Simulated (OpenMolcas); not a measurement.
**Worked example: vertical energy of the triplet above the singlet of NSF3 (thiazyl trifluoride)**

NSF3: 5 atoms, total charge 0, spin state singlet. As SMILES, `N#S(F)(F)F`. The shape is that of a PBE0-D4/def2-TZVP optimisation.

Both states at this one shape; open shells run unrestricted unless said. 1 Eh = 27.2114 eV.

```
          level     program  singlet NSF3 (Eh)  triplet NSF3 (Eh)
   HF/def2-SVPD  OpenMolcas        -749.704493        -749.489760
SVWN5/def2-SVPD  OpenMolcas        -748.300199        -748.084195
 BLYP/def2-SVPD  OpenMolcas        -751.920881        -751.713306
M06-L/def2-SVPD  OpenMolcas        -751.902706        -751.673738
```

Question: Work out the vertical gap, second state less first, at each level.

Answer: 
1. HF/def2-SVPD: -749.489760 − (-749.704493) = 0.214733 Eh = 5.84 eV.
2. SVWN5/def2-SVPD: -748.084195 − (-748.300199) = 0.216004 Eh = 5.88 eV.
3. BLYP/def2-SVPD: -751.713306 − (-751.920881) = 0.207575 Eh = 5.65 eV.
4. M06-L/def2-SVPD: -751.673738 − (-751.902706) = 0.228968 Eh = 6.23 eV.

No measured value is set beside it here; the levels span 5.65 to 6.23 eV.
